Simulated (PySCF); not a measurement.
How methods differ on the ionisation energy of He

He 1s2 (1S) → He⁺ 1s1 (2S), as a difference of total energies. Calculation: PySCF 2.14, in ANO-RCC-VTZP (3s2p1d, 14 functions); scalar relativity by spin-free X2C-1e. Correlated levels: valence: nothing frozen. The calculations carry no spin-orbit coupling.

| method | ionisation energy (eV) | error (eV) |
| --- | --- | --- |
| UHF | 23.467 | -1.120 |
| MP2 (valence) | 24.353 | -0.234 |
| SCS-MP2 (valence) | 24.531 | -0.056 |
| CCSD (valence) | 24.525 | -0.062 |

Reference: 24.587 eV (measured; NIST Atomic Spectra Database, ionization energies).

Errors of the correlated levels include the incompleteness of this basis.

With two correlated electrons CCSD is exact in that space.
